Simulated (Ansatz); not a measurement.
Relaxation of AlH6NO (9 atoms, charge 0, multiplicity 1), to a largest force component of 0.03 eV/Å in at most 50 steps.

Computed with Ansatz 0.2.0, RKS PBE-D4/def2-SVP.

```xyz
9
Properties=species:S:1:pos:R:3:forces:R:3
Al -0.114 -0.256 0.155 0.11 0.01 1.47
N 0.040 -0.208 2.019 -0.10 -0.28 -1.37
H -0.765 -0.334 2.639 0.00 0.01 0.00
H 0.909 -0.313 2.548 0.00 0.00 0.01
O 1.259 -0.366 -0.870 0.00 0.00 -0.01
H 2.172 -0.488 -0.570 0.02 0.01 0.00
H -1.537 -0.209 -0.534 -0.01 0.00 0.00
H -0.203 2.444 0.723 -0.16 1.52 -1.33
H -0.144 1.900 1.201 0.14 -1.26 1.24
```

Q: Where does it end, and by what steps?

A: The run converged. The force dipped under the threshold on the way, but the program's further checks kept it going. After 18 steps the energy has fallen by 0.176 eV; H8 moved furthest, 1.08 Å.

| step | energy less start (eV) | largest force component (eV/Å) | accepted |
| --- | --- | --- | --- |
| 0 | 0.0000 | 1.524 | yes |
| 1 | -0.1349 | 0.828 | yes |
| 2 | -0.1560 | 0.237 | yes |
| 3 | -0.1592 | 0.119 | yes |
| 4 | -0.1584 | 0.279 | no |
| 5 | -0.1599 | 0.050 | yes |
| 6 | -0.1618 | 0.033 | yes |
| 7 | -0.1625 | 0.290 | yes |
| 8 | -0.1647 | 0.137 | yes |
| 9 | -0.1681 | 0.077 | yes |
| 10 | -0.1678 | 0.431 | no |
| 11 | -0.1701 | 0.022 | yes |
| 12 | -0.1714 | 0.090 | yes |
| 13 | -0.1726 | 0.212 | yes |
| 14 | -0.1737 | 0.101 | yes |
| 15 | -0.1745 | 0.099 | yes |
| 16 | -0.1751 | 0.078 | yes |
| 17 | -0.1754 | 0.036 | yes |
| 18 | -0.1755 | 0.019 | yes |

```xyz
9
Properties=species:S:1:pos:R:3
Al -0.076 -0.643 0.041
N 0.023 -0.168 1.762
H -0.801 -0.068 2.359
H 0.868 0.005 2.313
O 1.315 -0.857 -0.946
H 2.234 -0.768 -0.652
H -1.486 -0.883 -0.641
H -0.262 3.162 1.532
H -0.197 2.392 1.543
```

Time of the run: 21 s on 2 threads of Arm Neoverse V2, with other jobs on the host, peak memory 0.14 GiB.
